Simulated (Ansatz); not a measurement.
How far each method lies from full CI for HNC, singlet

Geometry: a point of a stretch scan, not a stationary point.

```yaml
atoms:
  - { symbol: N, position_ang: [0.0000, 0.0000, -0.0082] }
  - { symbol: C, position_ang: [0.0000, 0.0000, -1.1716] }
  - { symbol: H, position_ang: [0.0000, 0.0000, 1.1798] }
```

Basis 6-31G; Ansatz 0.2.0. Correlated methods freeze the noble-gas cores, which leaves 10 electrons in 18 orbitals. Prefix R: restricted or restricted open-shell reference. Active spaces: pair = (2e, 2o) about the gap; valence = (10e, 9o) chosen from the atoms' valence shells.

Full CI is exact within this basis and frozen core; it isn't the basis-set limit.

The UHF ⟨S²⟩ is 0.000, the T1 diagnostic (RCCSD) is 0.0219 and the largest doubles amplitude (RCCSD) is 0.088.

| level | E − E(RHF) (eV) |
| --- | --- |
| RMP2 | -5.3654 |
| RCCSD | -5.5826 |
| RCCSD(T) | -5.8105 |

Q: Estimate how far full CI in 6-31G lies from RCCSD(T). The table doesn't fix it; the size of (T) and the diagnostics are the guide.

A: Full CI in 6-31G lies 3.0 kJ/mol below RCCSD(T), which is 13 % of the (T) step (-22.0 kJ/mol). T1 is raised, but (T) still catches most of what CCSD lacks.

The other levels:

| level | E − E(full CI) (kJ/mol) | share of correlation (%) | wall time |
| --- | --- | --- | --- |
| CISD | 62.2 | 88.97 | 0.51 s |
| BCCD(T) | 2.9 | 99.49 | 0.24 s |
| RCCSDT | 1.8 | 99.68 | – |
| CISDTQ | 4.2 | 99.26 | 2.3 s |
| RCCSDT(Q) | 0.0 | 100.01 | 0.75 s |
| RCCSDTQ | 0.2 | 99.96 | 7.5 s |
| CASSCF (pair space) | 503.1 | 10.74 | – |
| MRCISD (pair space) | 51.1 | 90.93 | – |
| MRCISD+Q (pair space) | 13.0 | 97.70 | 0.51 s |
| CASSCF (valence space) | 161.8 | 71.29 | – |
| NEVPT2 (valence space) | 41.2 | 92.69 | 3.1 s |
| MRCISD (valence space) | 7.2 | 98.73 | – |
| MRCISD+Q (valence space) | 3.1 | 99.44 | 4.5 s |

The correlation energy at full CI, counted from RHF, is -5.841 eV. That run took 92 s on 1 thread of Arm Neoverse V1, shared host over 18,367,552 determinants.

Times hold each run's SCF and search for its determinant on a shared host, so for small cases they say little of a method's own cost; they ran on 1 thread of Arm Neoverse V1.

The full-CI state has the irrep A1 of C2v, in the program's axes (one component, if the state is degenerate).

Natural occupations of full CI about the gap: 1.983 1.961 1.951 1.936 1.936 0.068 0.068 0.039 0.018 0.011; effectively unpaired electrons, Σ n²(2−n)², 0.09.
